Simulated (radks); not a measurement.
# Li²⁺ in 1s1: an all-electron calculation

Aim: the levels, the sizes of the orbitals and the parts of the energy of the lithium ion Li2+.

Program: radks (a radial shooting solver on a logarithmic mesh, Libxc functionals) version 1. Level of theory: Dirac Kohn-Sham, HCTH/407, spin-unpolarised, spherical densities, finite nucleus. These are calculated values, not measurements, unless marked.

## 1. The atom as given

```
element            : lithium (Z = 3)
charge             : +2
electrons          : 1
configuration      : 1s1
nuclear rms radius : 2.444 fm
```

Outer shells as boxes (Hund's rule):

Li²⁺
```
1s [↑ ]
```

## 2. The calculation

The run's settings:

```text
Z 3
configuration 1s1
relativity Dirac
functional hcth_407
spin unpolarised
j_filling energy
nucleus finite rms 2.444 fm
c 137.035999084
```

On the command line:

```sh
$ python run_ks.py task.json out
```

This one command runs every case of the session in turn.

Q: Predict the outcome of this run.

**Answer**, as computed:

```
                        quantity                    value
                    total energy         -4.36398 hartree
exchange-correlation share of it                  17.90 %
                            −T/E                   0.9928
          highest occupied level        1s1/2, -99.243 eV
    most extended occupied level  1s1/2, <r> = 0.514 bohr
 radius at density 0.001 e/bohr³                1.55 bohr
    maxima of the radial density                        1
         ionisation energy, NIST       122.45 (theory) eV
```

What this shows: 1 principal shells are occupied and 1 maxima appear in the radial density. The top level binds by 99.243 eV, 81 % of the NIST ionisation energy of 122.45 eV; the potential of a semilocal functional falls off too fast, so its top eigenvalue is too shallow. Spin polarisation and multiplet splitting are left out.
